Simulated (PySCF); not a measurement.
carbon disulfide (CS2), SMILES S=C=S.

Geometry optimised at PBE0-D3(BJ)/def2-TZVP.

Vertical ionisation energy (IE) and electron affinity (EA) in eV. Rows of orbital energies are one-electron estimates. Where ΔSCF, EOM or ADC give a negative EA the extra electron is unbound and the value depends on the basis.

```
level                                           IE     EA
--------------------------------------------  ----  -----
−ε(HOMO), −ε(LUMO), ωB97X/def2-TZVPD (PySCF)  9.96   0.05
−ε(HOMO), −ε(LUMO), PBE0/def2-TZVPD (PySCF)   7.85   2.04
ADC(2)/aug-cc-pVDZ (PySCF)                    9.70  -1.19
```

**Question.** Beyond the first one, list the lowest photoelectron lines from ADC(2)/aug-cc-pVDZ in PySCF with their pole strengths (two spins summed). (The exact figures need the calculation; the answer reports its results.)

**Answer.** 12.91 eV (1.64), 12.91 eV (1.64), 13.98 eV (1.71), 15.99 eV (1.63).
